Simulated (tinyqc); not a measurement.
Inside a calculation. Method: CIS on RHF in the sto-6g basis, frozen core, for H2O, spin multiplicity 1. Computed by tinyqc, a small Python program that keeps every step (integrals from PySCF). Settings: charge = 0, multiplicity = 1, basis = sto-6g, method = RHF, frozen orbitals = 1, energy threshold = 1e-10, iteration cap = 54, orthogonalisation = symmetric, start = atomic densities, DIIS depth = 6. Command: `OMP_NUM_THREADS=1 python tinyqc.py 25410 25411 out.jsonl` (the two numbers bound the seeds that draw the settings). One thread of a shared host (Intel(R) Xeon(R) Processor @ 2.60GHz), about 0.1 s of CPU time with the checks. The early iterations of the SCF are left out here.

## One-electron integrals

Geometry (angstrom):
```
atom       x        y       z
O     0.0000   0.0000  0.0000
H     0.0000   0.6700  0.6420
H     0.0000  -0.6700  0.6420
```

Basis sto-6g: exponents (1/bohr^2) and contraction coefficients of normalised primitives:
```
element  l (shell)   exponent  coefficient
O            s (1)  1355.5842       0.0092
O            s (1)   248.5449       0.0494
O            s (1)    69.5339       0.1685
O            s (1)    23.8868       0.3706
O            s (1)     9.2759       0.4165
O            s (1)     3.8203       0.1303
O            s (2)    52.1878      -0.0133
O            s (2)    10.3293      -0.0470
O            s (2)     3.2103      -0.0338
O            s (2)     1.2351       0.2502
O            s (2)     0.5364       0.5951
O            s (2)     0.2459       0.2407
O            p (3)    52.1878       0.0038
O            p (3)    10.3293       0.0377
O            p (3)     3.2103       0.1739
O            p (3)     1.2351       0.4180
O            p (3)     0.5364       0.4259
O            p (3)     0.2459       0.1017
H            s (1)    35.5232       0.0092
H            s (1)     6.5131       0.0494
H            s (1)     1.8221       0.1685
H            s (1)     0.6260       0.3706
H            s (1)     0.2431       0.4165
H            s (1)     0.1001       0.1303
```

Overlap, kinetic and nuclear-attraction integrals over the contracted functions; the nuclear repulsion is the sum of Za Zb / Rab.

nuclear repulsion = 9.519289 hartree

overlap S, order 1O 1s, 1O 2s, 1O 2px, 1O 2py, 1O 2pz, 2H 1s, 3H 1s:
```
[[1.0000, 0.2311, 0.0000, 0.0000, 0.0000, 0.0593, 0.0593],
 [0.2311, 1.0000, 0.0000, 0.0000, 0.0000, 0.4961, 0.4961],
 [0.0000, 0.0000, 1.0000, 0.0000, 0.0000, 0.0000, 0.0000],
 [0.0000, 0.0000, 0.0000, 1.0000, 0.0000, 0.2907, -0.2907],
 [0.0000, 0.0000, 0.0000, 0.0000, 1.0000, 0.2786, 0.2786],
 [0.0593, 0.4961, 0.0000, 0.2907, 0.2786, 1.0000, 0.3214],
 [0.0593, 0.4961, 0.0000, -0.2907, 0.2786, 0.3214, 1.0000]]
```

kinetic energy T (hartree), order 1O 1s, 1O 2s, 1O 2px, 1O 2py, 1O 2pz, 2H 1s, 3H 1s:
```
[[29.3272, -0.8960, 0.0000, 0.0000, 0.0000, -0.0012, -0.0012],
 [-0.8960, 0.8426, 0.0000, 0.0000, 0.0000, 0.1427, 0.1427],
 [0.0000, 0.0000, 2.5313, 0.0000, 0.0000, 0.0000, 0.0000],
 [0.0000, 0.0000, 0.0000, 2.5313, 0.0000, 0.2201, -0.2201],
 [0.0000, 0.0000, 0.0000, 0.0000, 2.5313, 0.2109, 0.2109],
 [-0.0012, 0.1427, 0.0000, 0.2201, 0.2109, 0.7685, 0.0284],
 [-0.0012, 0.1427, 0.0000, -0.2201, 0.2109, 0.0284, 0.7685]]
```

nuclear attraction V (hartree), order 1O 1s, 1O 2s, 1O 2px, 1O 2py, 1O 2pz, 2H 1s, 3H 1s:
```
[[-62.3989, -6.4149, 0.0000, 0.0000, -0.0242, -1.8869, -1.8869],
 [-6.4149, -10.1226, 0.0000, 0.0000, -0.2659, -4.0838, -4.0838],
 [0.0000, 0.0000, -10.0326, 0.0000, 0.0000, 0.0000, 0.0000],
 [0.0000, 0.0000, 0.0000, -10.1726, 0.0000, -2.1349, 2.1349],
 [-0.0242, -0.2659, 0.0000, 0.0000, -10.1612, -2.1476, -2.1476],
 [-1.8869, -4.0838, 0.0000, -2.1349, -2.1476, -6.0065, -2.0739],
 [-1.8869, -4.0838, 0.0000, 2.1349, -2.1476, -2.0739, -6.0065]]
```

core Hamiltonian H = T + V (hartree), order 1O 1s, 1O 2s, 1O 2px, 1O 2py, 1O 2pz, 2H 1s, 3H 1s:
```
[[-33.0717, -7.3109, 0.0000, 0.0000, -0.0242, -1.8881, -1.8881],
 [-7.3109, -9.2799, 0.0000, 0.0000, -0.2659, -3.9412, -3.9412],
 [0.0000, 0.0000, -7.5013, 0.0000, 0.0000, 0.0000, 0.0000],
 [0.0000, 0.0000, 0.0000, -7.6413, 0.0000, -1.9148, 1.9148],
 [-0.0242, -0.2659, 0.0000, 0.0000, -7.6299, -1.9368, -1.9368],
 [-1.8881, -3.9412, 0.0000, -1.9148, -1.9368, -5.2380, -2.0455],
 [-1.8881, -3.9412, 0.0000, 1.9148, -1.9368, -2.0455, -5.2380]]
```

## Two-electron integrals

Functions are numbered as in S; the eight-fold symmetry (ij|kl) = (ji|kl) = (kl|ij) leaves the list below.

Two-electron integrals (ij|kl) in chemists' order, unique and non-zero (hartree):
```
(11|11) 4.7875      (21|11) 0.6759      (21|21) 0.1215      (22|11) 1.1174
(22|21) 0.2492      (22|22) 0.8174      (31|31) 0.0258      (32|31) 0.0391
(32|32) 0.1807      (33|11) 1.1174      (33|21) 0.2492      (33|22) 0.8174
(33|33) 0.8807      (41|41) 0.0258      (42|41) 0.0391      (42|42) 0.1807
(43|43) 0.0475      (44|11) 1.1174      (44|21) 0.2492      (44|22) 0.8174
(44|33) 0.7857      (44|44) 0.8807      (51|51) 0.0258      (52|51) 0.0391
(52|52) 0.1807      (53|53) 0.0475      (54|54) 0.0475      (55|11) 1.1174
(55|21) 0.2492      (55|22) 0.8174      (55|33) 0.7857      (55|44) 0.7857
(55|55) 0.8807      (61|11) 0.1852      (61|21) 0.0319      (61|22) 0.0639
(61|33) 0.0638      (61|41) 0.0011      (61|42) 0.0022      (61|44) 0.0640
(61|51) 0.0011      (61|52) 0.0021      (61|54) 2.09e-04    (61|55) 0.0640
(61|61) 0.0085      (62|11) 0.4242      (62|21) 0.0958      (62|22) 0.3447
(62|33) 0.3392      (62|41) 0.0055      (62|42) 0.0394      (62|44) 0.3479
(62|51) 0.0053      (62|52) 0.0378      (62|54) 0.0083      (62|55) 0.3472
(62|61) 0.0252      (62|62) 0.1763      (63|31) 0.0110      (63|32) 0.0606
(63|43) 0.0083      (63|53) 0.0079      (63|63) 0.0258      (64|11) 0.2122
(64|21) 0.0486      (64|22) 0.1867      (64|33) 0.1781      (64|41) 0.0135
(64|42) 0.0812      (64|44) 0.1994      (64|51) 0.0024      (64|52) 0.0197
(64|54) 0.0125      (64|55) 0.1825      (64|61) 0.0134      (64|62) 0.1161
(64|64) 0.1016      (65|11) 0.2033      (65|21) 0.0466      (65|22) 0.1789
(65|33) 0.1707      (65|41) 0.0024      (65|42) 0.0197      (65|44) 0.1752
(65|51) 0.0133      (65|52) 0.0795      (65|54) 0.0126      (65|55) 0.1907
(65|61) 0.0129      (65|62) 0.1113      (65|64) 0.0726      (65|65) 0.0954
(66|11) 0.5460      (66|21) 0.1256      (66|22) 0.5138      (66|33) 0.4930
(66|41) 0.0099      (66|42) 0.0951      (66|44) 0.5255      (66|51) 0.0095
(66|52) 0.0911      (66|54) 0.0312      (66|55) 0.5229      (66|61) 0.0335
(66|62) 0.3230      (66|64) 0.2433      (66|65) 0.2332      (66|66) 0.7750
(71|11) 0.1852      (71|21) 0.0319      (71|22) 0.0639      (71|33) 0.0638
(71|41) -0.0011     (71|42) -0.0022     (71|44) 0.0640      (71|51) 0.0011
(71|52) 0.0021      (71|54) -2.09e-04   (71|55) 0.0640      (71|61) 0.0084
(71|62) 0.0245      (71|64) 0.0118      (71|65) 0.0125      (71|66) 0.0321
(71|71) 0.0085      (72|11) 0.4242      (72|21) 0.0958      (72|22) 0.3447
(72|33) 0.3392      (72|41) -0.0055     (72|42) -0.0394     (72|44) 0.3479
(72|51) 0.0053      (72|52) 0.0378      (72|54) -0.0083     (72|55) 0.3472
(72|61) 0.0245      (72|62) 0.1491      (72|64) 0.0667      (72|65) 0.0918
(72|66) 0.2316      (72|71) 0.0252      (72|72) 0.1763      (73|31) 0.0110
(73|32) 0.0606      (73|43) -0.0083     (73|53) 0.0079      (73|63) 0.0214
(73|73) 0.0258      (74|11) -0.2122     (74|21) -0.0486     (74|22) -0.1867
(74|33) -0.1781     (74|41) 0.0135      (74|42) 0.0812      (74|44) -0.1994
(74|51) -0.0024     (74|52) -0.0197     (74|54) 0.0125      (74|55) -0.1825
(74|61) -0.0118     (74|62) -0.0667     (74|64) -0.0087     (74|65) -0.0400
(74|66) -0.0888     (74|71) -0.0134     (74|72) -0.1161     (74|74) 0.1016
(75|11) 0.2033      (75|21) 0.0466      (75|22) 0.1789      (75|33) 0.1707
(75|41) -0.0024     (75|42) -0.0197     (75|44) 0.1752      (75|51) 0.0133
(75|52) 0.0795      (75|54) -0.0126     (75|55) 0.1907      (75|61) 0.0125
(75|62) 0.0918      (75|64) 0.0400      (75|65) 0.0770      (75|66) 0.1574
(75|71) 0.0129      (75|72) 0.1113      (75|74) -0.0726     (75|75) 0.0954
(76|11) 0.2029      (76|21) 0.0463      (76|22) 0.1810      (76|33) 0.1765
(76|44) 0.1794      (76|51) 0.0040      (76|52) 0.0340      (76|55) 0.1872
(76|61) 0.0121      (76|62) 0.0941      (76|64) 0.0529      (76|65) 0.0668
(76|66) 0.1806      (76|71) 0.0121      (76|72) 0.0941      (76|74) -0.0529
(76|75) 0.0668      (76|76) 0.0608      (77|11) 0.5460      (77|21) 0.1256
(77|22) 0.5138      (77|33) 0.4930      (77|41) -0.0099     (77|42) -0.0951
(77|44) 0.5255      (77|51) 0.0095      (77|52) 0.0911      (77|54) -0.0312
(77|55) 0.5229      (77|61) 0.0321      (77|62) 0.2316      (77|64) 0.0888
(77|65) 0.1574      (77|66) 0.3817      (77|71) 0.0335      (77|72) 0.3230
(77|74) -0.2433     (77|75) 0.2332      (77|76) 0.1806      (77|77) 0.7750
```

## Orthogonalisation

S = U s U^T; symmetric (Loewdin) form X = U s^(-1/2) U^T, so that X^T S X = 1.

eigenvalues of S: [0.3235, 0.3978, 0.8795, 1.0000, 1.0999, 1.2808, 2.0184]

X, order 1O 1s, 1O 2s, 1O 2px, 1O 2py, 1O 2pz, 2H 1s, 3H 1s:
```
[[1.0229, -0.1396, 0.0000, 0.0000, -0.0110, 0.0199, 0.0199],
 [-0.1396, 1.2671, 0.0000, 0.0000, 0.1358, -0.3094, -0.3094],
 [0.0000, 0.0000, 1.0000, 0.0000, 0.0000, 0.0000, 0.0000],
 [0.0000, 0.0000, 0.0000, 1.1068, 0.0000, -0.2311, 0.2311],
 [-0.0110, 0.1358, 0.0000, 0.0000, 1.0749, -0.1712, -0.1712],
 [0.0199, -0.3094, 0.0000, -0.2311, -0.1712, 1.2396, -0.1227],
 [0.0199, -0.3094, 0.0000, 0.2311, -0.1712, -0.1227, 1.2396]]
```

## Iteration 8 (converged): orbitals

converged F (hartree), order 1O 1s, 1O 2s, 1O 2px, 1O 2py, 1O 2pz, 2H 1s, 3H 1s:
```
[[-20.5111, -4.9664, 0.0000, 0.0000, -0.0309, -1.2822, -1.2822],
 [-4.9664, -2.3629, 0.0000, 0.0000, -0.1567, -1.0710, -1.0710],
 [0.0000, 0.0000, -0.4075, 0.0000, 0.0000, 0.0000, 0.0000],
 [0.0000, 0.0000, 0.0000, -0.3369, 0.0000, -0.3728, 0.3728],
 [-0.0309, -0.1567, 0.0000, 0.0000, -0.3924, -0.4262, -0.4262],
 [-1.2822, -1.0710, 0.0000, -0.3728, -0.4262, -0.6353, -0.4920],
 [-1.2822, -1.0710, 0.0000, 0.3728, -0.4262, -0.4920, -0.6353]]
```

Diagonalise F' = X^T F X, C = X C', fill 5 alpha and 5 beta electrons from the bottom; D = 2 C_occ C_occ^T. Each column has its largest component positive (the first on a tie).

F' = X^T F X (hartree):
```
[[-20.1809, -2.5035, 0.0000, 0.0000, -0.0470, -0.2365, -0.2365],
 [-2.5035, -1.1822, 0.0000, 0.0000, 0.1249, -0.5329, -0.5329],
 [0.0000, 0.0000, -0.4075, 0.0000, 0.0000, 0.0000, 0.0000],
 [0.0000, 0.0000, 0.0000, -0.0466, 0.0000, -0.4707, 0.4707],
 [-0.0470, 0.1249, 0.0000, 0.0000, -0.1921, -0.3718, -0.3718],
 [-0.2365, -0.5329, 0.0000, -0.4707, -0.3718, 0.0258, -0.1417],
 [-0.2365, -0.5329, 0.0000, 0.4707, -0.3718, -0.1417, 0.0258]]
```

orbital energies (hartree): [-20.5143, -1.3070, -0.6137, -0.4914, -0.4075, 0.6416, 0.7347]

coefficients C, order 1O 1s, 1O 2s, 1O 2px, 1O 2py, 1O 2pz, 2H 1s, 3H 1s:
```
[[0.9966, -0.2195, 0.0000, 0.1047, 0.0000, -0.1198, 0.0000],
 [0.0163, 0.8227, 0.0000, -0.5807, 0.0000, 0.9058, 0.0000],
 [0.0000, 0.0000, 0.0000, 0.0000, 1.0000, 0.0000, 0.0000],
 [0.0000, 0.0000, 0.6305, 0.0000, 0.0000, 0.0000, 0.9666],
 [0.0037, 0.1545, 0.0000, 0.7460, 0.0000, 0.8076, 0.0000],
 [-0.0039, 0.1548, 0.4488, 0.2793, 0.0000, -0.8045, -0.8831],
 [-0.0039, 0.1548, -0.4488, 0.2793, 0.0000, -0.8045, 0.8831]]
```

D after iteration 8, order 1O 1s, 1O 2s, 1O 2px, 1O 2py, 1O 2pz, 2H 1s, 3H 1s:
```
[[2.1047, -0.4502, 0.0000, 0.0000, 0.0957, -0.0173, -0.0173],
 [-0.4502, 2.0287, 0.0000, 0.0000, -0.6121, -0.0699, -0.0699],
 [0.0000, 0.0000, 2.0000, 0.0000, 0.0000, 0.0000, 0.0000],
 [0.0000, 0.0000, 0.0000, 0.7950, 0.0000, 0.5660, -0.5660],
 [0.0957, -0.6121, 0.0000, 0.0000, 1.1608, 0.4645, 0.4645],
 [-0.0173, -0.0699, 0.0000, 0.5660, 0.4645, 0.6069, -0.1989],
 [-0.0173, -0.0699, 0.0000, -0.5660, 0.4645, -0.1989, 0.6069]]
```

## Convergence

Stop when the energy changes by less than 1e-10 hartree and every element of the error matrix X^T (F D S - S D F) X is below 3e-06.

Course of the cycle:
```
iteration  E (hartree)     change  largest element of the error matrix
1           -76.307098          -                             1.43e+00
2           -75.632040   6.75e-01                             1.93e-01
3           -75.668343  -3.63e-02                             2.12e-02
4           -75.668817  -4.73e-04                             4.13e-03
5           -75.668845  -2.81e-05                             3.28e-04
6           -75.668845  -2.94e-07                             8.94e-06
7           -75.668845  -1.53e-10                             4.85e-07
8           -75.668845  -3.55e-13                             8.97e-11
```

PySCF RHF in the same basis = -75.668845 hartree

Converged in 8 iterations.

## Integrals over molecular orbitals

(pq|rs) = sum C_ip C_jq C_kr C_ls (ij|kl), one index at a time.

one-electron integrals over orbitals h = C^T H C (hartree):
```
[[-33.0580, 0.5608, 0.0000, -0.2646, 0.0000, 0.3136, 0.0000],
 [0.5608, -7.7669, 0.0000, 0.4402, 0.0000, -1.4463, 0.0000],
 [0.0000, 0.0000, -6.4911, 0.0000, 0.0000, 0.0000, -1.6551],
 [-0.2646, 0.4402, 0.0000, -7.0369, 0.0000, -1.0654, 0.0000],
 [0.0000, 0.0000, 0.0000, 0.0000, -7.5013, 0.0000, 0.0000],
 [0.3136, -1.4463, 0.0000, -1.0654, 0.0000, -5.4971, 0.0000],
 [0.0000, 0.0000, -1.6551, 0.0000, 0.0000, 0.0000, -5.5810]]
```

Two-electron integrals over orbitals (pq|rs), unique and non-zero (hartree); the lowest 1 orbital is frozen and left out:
```
(22|22) 0.7391    (32|32) 0.1452    (33|22) 0.6601    (33|33) 0.6484
(42|22) 0.0107    (42|33) 0.0054    (42|42) 0.1203    (43|32) 0.0146
(43|43) 0.0483    (44|22) 0.6713    (44|33) 0.6082    (44|42) -0.1033
(44|44) 0.7840    (52|52) 0.1429    (53|53) 0.0300    (54|52) -0.0505
(54|54) 0.0588    (55|22) 0.7483    (55|33) 0.6415    (55|42) -0.0712
(55|44) 0.7289    (55|55) 0.8807    (62|22) 0.1497    (62|33) 0.0857
(62|42) 0.0164    (62|44) 0.0864    (62|55) 0.1622    (62|62) 0.1069
(63|32) -0.0304   (63|43) -0.0249   (63|63) 0.0618    (64|22) 0.0885
(64|33) 0.0446    (64|42) -0.0421   (64|44) 0.1248    (64|55) 0.1152
(64|62) 0.0577    (64|64) 0.0721    (65|52) 0.0580    (65|54) -0.0027
(65|65) 0.0390    (66|22) 0.6349    (66|33) 0.5841    (66|42) 0.0563
(66|44) 0.5613    (66|55) 0.6039    (66|62) 0.1067    (66|64) 0.0428
(66|66) 0.6157    (72|32) 0.0346    (72|43) -0.0381   (72|63) 0.0369
(72|72) 0.0598    (73|22) 0.1259    (73|33) 0.0904    (73|42) -0.0831
(73|44) 0.1548    (73|55) 0.1841    (73|62) 0.0771    (73|64) 0.0813
(73|66) 0.0372    (73|73) 0.1550    (74|32) -0.0814   (74|43) 0.0042
(74|63) 0.0404    (74|72) -0.0141   (74|74) 0.0729    (75|53) 0.0234
(75|75) 0.0231    (76|32) 0.0950    (76|43) 0.0444    (76|63) -0.0547
(76|72) -0.0151   (76|74) -0.0592   (76|76) 0.1103    (77|22) 0.6262
(77|33) 0.6180    (77|42) -0.0070   (77|44) 0.6054    (77|55) 0.6197
(77|62) 0.0688    (77|64) 0.0351    (77|66) 0.5773    (77|73) 0.0786
(77|77) 0.6201
```

## CIS matrix, singlets

A(ia,jb) = (e_a - e_i) d_ij d_ab + 2 (ia|jb) - (ij|ab).

CIS matrix A, singlet (hartree), order 2>6, 2>7, 3>6, 3>7, 4>6, 4>7, 5>6, 5>7:
```
[[1.5274, 0.0000, 0.0000, 0.0591, 0.0591, 0.0000, 0.0000, 0.0000],
 [0.0000, 1.5351, -0.0213, 0.0000, 0.0000, -0.0213, 0.0000, 0.0000],
 [0.0000, -0.0213, 0.7948, 0.0000, 0.0000, 0.0364, 0.0000, 0.0000],
 [0.0591, 0.0000, 0.0000, 1.0404, 0.1183, 0.0000, 0.0000, 0.0000],
 [0.0591, 0.0000, 0.0000, 0.1183, 0.7158, 0.0000, 0.0000, 0.0000],
 [0.0000, -0.0213, 0.0364, 0.0000, 0.0000, 0.7665, 0.0000, 0.0000],
 [0.0000, 0.0000, 0.0000, 0.0000, 0.0000, 0.0000, 0.5232, 0.0000],
 [0.0000, 0.0000, 0.0000, 0.0000, 0.0000, 0.0000, 0.0000, 0.5687]]
```

## CIS singlet states

dipole integrals <i|r|a> (bohr), order 2>6, 2>7, 3>6, 3>7, 4>6, 4>7, 5>6, 5>7:
```
[[0.0000, 0.0000, -0.1638],
 [0.0000, -0.1400, 0.0000],
 [0.0000, -0.7049, 0.0000],
 [0.0000, 0.0000, -0.6907],
 [0.0000, 0.0000, -0.5626],
 [0.0000, -0.6467, 0.0000],
 [0.0642, 0.0000, 0.0000],
 [0.0000, 0.0000, 0.0000]]
```

Diagonalise A (1 hartree = 27.211386 eV); each vector has its largest component positive (the first on a tie). The transition dipole is mu = sqrt2 sum c_ia <i|r|a>.

singlet excitation energies (eV): [14.2371, 15.4747, 18.3845, 20.1784, 22.2724, 29.0346, 41.8054, 41.9357]

lowest vectors, order 2>6, 2>7, 3>6, 3>7, 4>6, 4>7, 5>6, 5>7:
```
[[0.0000, 0.0000, -0.0452, 0.0000, 0.0000, -0.1585],
 [0.0000, 0.0000, 0.0000, 0.0070, 0.0412, 0.0000],
 [0.0000, 0.0000, 0.0000, -0.5625, 0.8263, 0.0000],
 [0.0000, 0.0000, -0.3014, 0.0000, 0.0000, 0.9435],
 [0.0000, 0.0000, 0.9524, 0.0000, 0.0000, 0.2911],
 [0.0000, 0.0000, 0.0000, 0.8268, 0.5618, 0.0000],
 [1.0000, 0.0000, 0.0000, 0.0000, 0.0000, 0.0000],
 [0.0000, 1.0000, 0.0000, 0.0000, 0.0000, 0.0000]]
```

oscillator strengths 2/3 w |mu|^2: [0.0029, 0.0000, 0.0924, 0.0191, 0.9880, 0.8867]

## CIS matrix, triplets

A(ia,jb) = (e_a - e_i) d_ij d_ab - (ij|ab).

CIS matrix A, triplet (hartree), order 2>6, 2>7, 3>6, 3>7, 4>6, 4>7, 5>6, 5>7:
```
[[1.3136, 0.0000, 0.0000, -0.0950, -0.0563, 0.0000, 0.0000, 0.0000],
 [0.0000, 1.4154, -0.0950, 0.0000, 0.0000, 0.0070, 0.0000, 0.0000],
 [0.0000, -0.0950, 0.6711, 0.0000, 0.0000, -0.0444, 0.0000, 0.0000],
 [-0.0950, 0.0000, 0.0000, 0.7304, -0.0444, 0.0000, 0.0000, 0.0000],
 [-0.0563, 0.0000, 0.0000, -0.0444, 0.5717, 0.0000, 0.0000, 0.0000],
 [0.0000, 0.0070, -0.0444, 0.0000, 0.0000, 0.6207, 0.0000, 0.0000],
 [0.0000, 0.0000, 0.0000, 0.0000, 0.0000, 0.0000, 0.4451, 0.0000],
 [0.0000, 0.0000, 0.0000, 0.0000, 0.0000, 0.0000, 0.0000, 0.5224]]
```

## CIS triplet states

Diagonalise A (1 hartree = 27.211386 eV); each vector has its largest component positive (the first on a tie).

triplet excitation energies (eV): [12.1123, 14.2158, 15.0117, 16.1246, 18.6977, 19.9222, 36.2409, 38.8450]

lowest vectors, order 2>6, 2>7, 3>6, 3>7, 4>6, 4>7, 5>6, 5>7:
```
[[0.0000, 0.0000, 0.1068, 0.0000, 0.0000, 0.1248],
 [0.0000, 0.0000, 0.0000, 0.0553, 0.1137, 0.0000],
 [0.0000, 0.0000, 0.0000, 0.5409, 0.8317, 0.0000],
 [0.0000, 0.0000, 0.2927, 0.0000, 0.0000, 0.9442],
 [0.0000, 0.0000, 0.9502, 0.0000, 0.0000, -0.3049],
 [0.0000, 0.0000, 0.0000, 0.8393, -0.5435, 0.0000],
 [1.0000, 0.0000, 0.0000, 0.0000, 0.0000, 0.0000],
 [0.0000, 1.0000, 0.0000, 0.0000, 0.0000, 0.0000]]
```
